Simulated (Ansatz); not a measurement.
We consider CdTeO3 (P2₁/c, No. 14; cell taken from a computed entry), described by LDA (Ansatz, an electronic-structure program, PAW).

Settings: plane-wave cutoff 520 eV, 6×4×6 k mesh (along the axes of the cell as run), Fermi–Dirac smearing 0.01 eV, scalar-relativistic PAW data made under PBE.

Cell (relaxed with PBEsol):

Space group P2₁/c (No. 14); a = 7.8143 Å, b = 11.1796 Å, c = 7.3651 Å, α = γ = 90.00°, β = 113.55°

```csv
atom,site,symmetry,x,y,z
Cd,4e,1,0.7312,0.4907,0.1917
Cd,4e,1,0.0015,0.7320,0.4714
Te,4e,1,0.4986,0.2471,0.3721
Te,4e,1,0.1684,0.4991,0.2556
O,4e,1,0.7996,0.0799,0.0061
O,4e,1,0.4911,0.3698,0.0644
O,4e,1,0.3027,0.1658,0.1658
O,4e,1,0.0042,0.3696,0.2631
O,4e,1,0.0516,0.0893,0.3913
O,4e,1,0.2951,0.6756,0.1574
```

Task: What does this level give for the band gap, smallest direct gap on the k points sampled and Γ–Γ gap?

Result: 
* **band gap**: 2.88 eV
* **smallest direct gap on the k points sampled**: 3.00 eV
* **Γ–Γ gap**: 3.02 eV

Note: cell and atoms aren't relaxed at this level (largest force component 0.31 eV/Å, pressure -4.1 GPa).

Spin–orbit coupling is not included.

The computed numbers hold no vibrational or temperature effects.
